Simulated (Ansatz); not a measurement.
fcc Rh was calculated with PBE (Ansatz, an electronic-structure program, PAW).

Run with plane-wave cutoff 520 eV, 20×20×20 k mesh, Fermi–Dirac smearing 0.1 eV, perturbation theory, no spin polarisation, scalar-relativistic PAW data made under PBE.

Computed at the level's own relaxed cell.

Harmonic phonon frequencies (cm⁻¹; i marks an imaginary mode):

| q point | frequencies |
|---|---|
| X | 177 177 221 |
| L | (withheld) |
| W | (withheld) |

Problem. Complete the blanks.

Solution. 
- L, frequencies: 133 133 233
- W, frequencies: 176 194 194

No imaginary mode appears at these points.
